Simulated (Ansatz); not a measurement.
SiH2⁻. Total charge -1; doublet. Geometry r2SCAN-D4/def2-TZVP, that of the neutral singlet; atoms count from 1.

```xyz
3

Si   -0.374   -0.608    0.024
H     1.078   -0.255   -0.282
H    -0.704    0.862    0.257
```

The highest occupied level of the charge -1 doublet lies above zero (up to 0.96 eV). Its loss leaves the charge 0 singlet, which lies 1.14 eV higher (vertical, at PBE0-D4/def2-TZVPD), but this difference is unsure: the singlet is doubtful (at the level of its geometry, restricted singlet, unstable towards broken spin symmetry at other levels and untested here).

(1) Estimate the Mulliken populations from the PBE0/def2-TZVPD orbitals of Ansatz.

(2) Where does the spin sit?

Answers

(1) 
```json
{"atom": "Si1", "charge (e)": "-0.95", "spin (α − β)": "1.11"}
{"atom": "H2", "charge (e)": "-0.02", "spin (α − β)": "-0.05"}
{"atom": "H3", "charge (e)": "-0.02", "spin (α − β)": "-0.05"}
```
Mulliken values and Mayer orders depend strongly on the basis. With diffuse functions, as here, like atoms can get unlike values, and bond orders can come out too low or too high.

(2) Summed by element: Si 1.11, H -0.11, of 1 unpaired in all. Largest on single atoms: Si1 1.11, H2 -0.05, H3 -0.05.
